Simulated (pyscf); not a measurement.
Thermochemistry of product channels of `[OH][PH][OH]` + `[H]` [doublet] on the doublet surface, in kcal/mol, from ωB97M-D3(BJ)/def2-TZVP energies (ideal gas, 1 atm, RRHO with modes under 100 cm⁻¹ raised to 100, one conformer, R ln 2 for rigid chiral ones). PySCF, gas phase, ωB97X-D3(BJ)/def2-SVP geometries.

```csv
products,ΔE,ΔH(298 K),ΔG(600 K),ΔG(900 K)
`[OH]` [doublet] + `[OH][PH2]`,+19.2,+20.1,+15.1,+13.1
`[OH2]` + `[PH]` [triplet] + `[OH]` [doublet],+72.7,+72.3,+47.4,+35.4
`[OH]` [doublet] + `[O]=[PH]` + `[H][H]`,+53.8,+49.2,+26.9,+15.9
`[OH][P][OH]` [doublet] + `[H][H]`,-27.3,-27.4,-32.7,-35.4
`[OH2]` + `[OH][PH]` [doublet],-21.0,-17.9,-24.7,-27.3
`[O][PH][OH]` [doublet] + `[H][H]`,-23.1,-24.2,-27.5,-29.0
```

These are energies of the channels, which say nothing of barriers. Left out: orbital degeneracy and the spin-orbit lowering of OH.
